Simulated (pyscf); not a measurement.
Single points on ωB97X-D3(BJ)/def2-SVP structures (PySCF, gas phase).

**Question.** PBE/def2-TZVP puts the barrier of `[F][SiH2][O][SiH3]` + `[NH3]` → `[NH2][SiH]([F])[O][SiH3]` + `[H][H]` (four-centre exchange; singlet surface; H–Si, H–N broken, N–Si, H–H formed) at 136.2 kJ/mol and the reaction energy at -49.1 kJ/mol, from the separated reactants. What do r²SCAN/def2-TZVP, B3LYP-D3(BJ)/def2-TZVP, ωB97M-D3(BJ)/def2-TZVP give on the same structures?

**Answer.** r²SCAN: ΔE‡ = 142.3 kJ/mol, ΔE = -60.1 kJ/mol; B3LYP-D3(BJ): ΔE‡ = 158.8 kJ/mol, ΔE = -54.8 kJ/mol; ωB97M-D3(BJ): ΔE‡ = 154.7 kJ/mol, ΔE = -55.9 kJ/mol. PBE's barrier lies under all of them, by 6.1 to 22.6 kJ/mol. Its reaction energy lies over all of them, by 5.7 to 11.0 kJ/mol. On the reactant side the descent ends in an adduct with a N–Si contact (not fully relaxed), 31.7 kJ/mol under the separated species and 186.0 kJ/mol under the saddle at ωB97X-D3(BJ)/def2-TZVP. What is counted as formed (N–Si) is already present as a longer contact in the reactant adduct; forming that adduct is a step of its own. At the saddle there is also a short H–Si contact that neither side keeps. One saddle was located; it need not be the lowest between these sides.
